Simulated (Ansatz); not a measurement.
# H3SO radical (built from SMILES O.[SH]): a barrier at many levels of theory

Aim: the barrier and energy of one elementary step (H1–S3 formed, H1–O2 broken) from LDA up to coupled cluster, on fixed structures, to see where each rung fails.

Program: Ansatz 0.2.0, Gaussian basis. Level of theory: single points in def2-TZVPP on PBE0-D4/def2-TZVP structures. These are calculated values, not measurements.

Levels: SPW92, PBE-D4, BLYP-D4, r2SCAN-D4, B97M-V, PBE0-D4, B3LYP-D4, r2SCAN0-D4, BHLYP-D4, CAM-B3LYP-D4, wB97X-V, wB97M-V, B2PLYP, PBE-QIDH, RPA on PBE, Hartree-Fock, MP2, CCSD, CCSD(T). The reference is CCSD(T) at the basis limit, from triple and quadruple zeta. Zero-point energies come from PBE0-D4 vibrations.

Correlated methods freeze the cores. Orbitals are unrestricted. B3LYP uses VWN-RPA correlation. B2PLYP carries no dispersion term here.

81 further runs of the same task are left out: 1 that didn't finish, 80 set aside as unsound or not needed.

## Step 1: Start, saddle and end, as given

Charge 0, multiplicity 2. The folders r, ts and p hold the start, the saddle and the end; their coordinates stand in the first inputs.

```tsv
pair	r (Å)	ts (Å)	p (Å)
H1–S3	2.957	1.377	1.340
H1–O2	0.961	1.634	2.529
```

## Step 2: SPW92/def2-TZVPP

The input, r/in.yaml:

```yaml
crystal:
  periodic: [false, false, false]
  atoms:
    - {symbol: H, position_ang: [-0.107317, -1.431887, 0.075718]}
    - {symbol: O, position_ang: [0.097826, -0.819211, -0.635776]}
    - {symbol: S, position_ang: [-0.231627, 1.346687, 1.080086]}
    - {symbol: H, position_ang: [-0.742637, -0.632070, -1.062725]}
    - {symbol: H, position_ang: [0.983854, 1.536482, 0.542597]}
basis:
  gaussian: {orbitals: def2-TZVPP}
magnetization: {spin_polarized: true, initial_magnetization: 1}
hamiltonian: {xc: lda}
```

The input, ts/in.yaml:

```yaml
crystal:
  periodic: [false, false, false]
  atoms:
    - {symbol: H, position_ang: [0.035286, -0.426637, 0.656787]}
    - {symbol: O, position_ang: [0.048619, -1.006634, -0.870256]}
    - {symbol: S, position_ang: [-0.234862, 0.887546, 0.968611]}
    - {symbol: H, position_ang: [-0.803450, -0.750825, -1.257268]}
    - {symbol: H, position_ang: [0.954507, 1.296551, 0.502025]}
basis:
  gaussian: {orbitals: def2-TZVPP}
magnetization: {spin_polarized: true, initial_magnetization: 1}
hamiltonian: {xc: lda}
```

The input, p/in.yaml:

```yaml
crystal:
  periodic: [false, false, false]
  atoms:
    - {symbol: H, position_ang: [0.199020, -0.325833, 1.415808]}
    - {symbol: O, position_ang: [0.045283, -0.829949, -1.057904]}
    - {symbol: S, position_ang: [-0.305622, 0.728440, 0.760826]}
    - {symbol: H, position_ang: [-0.835464, -0.689526, -1.434338]}
    - {symbol: H, position_ang: [0.896883, 1.116868, 0.315507]}
basis:
  gaussian: {orbitals: def2-TZVPP}
magnetization: {spin_polarized: true, initial_magnetization: 1}
hamiltonian: {xc: lda}
```

One command serves all of them, each in its own folder.

The run is started by

```sh
$ ansatz run in.yaml --threads 2 --pin off --events-out ev --progress --plain --max-ram 4352MiB
```

The runs that follow: PBE-D4/def2-TZVPP; BLYP-D4/def2-TZVPP; r2SCAN-D4/def2-TZVPP; B97M-V/def2-TZVPP; PBE0-D4/def2-TZVPP; B3LYP-D4/def2-TZVPP; r2SCAN0-D4/def2-TZVPP; BHLYP-D4/def2-TZVPP; CAM-B3LYP-D4/def2-TZVPP; wB97X-V/def2-TZVPP; wB97M-V/def2-TZVPP; B2PLYP/def2-TZVPP; PBE-QIDH/def2-TZVPP; RPA on PBE/def2-TZVPP; CCSD(T)/def2-TZVPP; MP2/def2-QZVPP; Vibrations of the start structure; Vibrations of the end structure.

Q: Predict the outcome of this session. Wanted: barrier, CCSD(T)/CBS; reverse barrier, CCSD(T)/CBS; step energy, CCSD(T)/CBS; barrier with zero-point energy; step energy with zero-point energy; imaginary mode at the saddle; largest T1 diagnostic.

**Answer**, as computed:

| quantity | value |
| --- | --- |
| barrier, CCSD(T)/CBS | 1.380 eV |
| reverse barrier, CCSD(T)/CBS | 0.106 eV |
| step energy, CCSD(T)/CBS | +1.274 eV |
| barrier with zero-point energy | 1.267 eV |
| step energy with zero-point energy | +1.211 eV |
| imaginary mode at the saddle | 518i cm⁻¹ |
| largest T1 diagnostic | 0.027 |

**Reading.** PBE-QIDH is the best functional here (-0.035 eV from CCSD(T)/CBS); SPW92 is the worst (-0.425 eV). Mean unsigned error by rung: LDA 0.425, GGA 0.382, meta-GGA 0.294, hybrid 0.195, range-separated hybrid 0.113, double hybrid 0.054 eV. PBE-D4 gives a barrier 0.386 eV too low, outside chemical accuracy (1 kcal/mol, 0.043 eV). Every functional without exact exchange puts the forward barrier too low. The barrier rises with the share of exact exchange, from BLYP-D4 through B3LYP-D4 to BHLYP-D4 (-0.377, -0.226, -0.131 eV). Hartree-Fock, with no correlation, is off by -0.160 eV. Zero-point motion lowers the barrier by 0.113 eV.
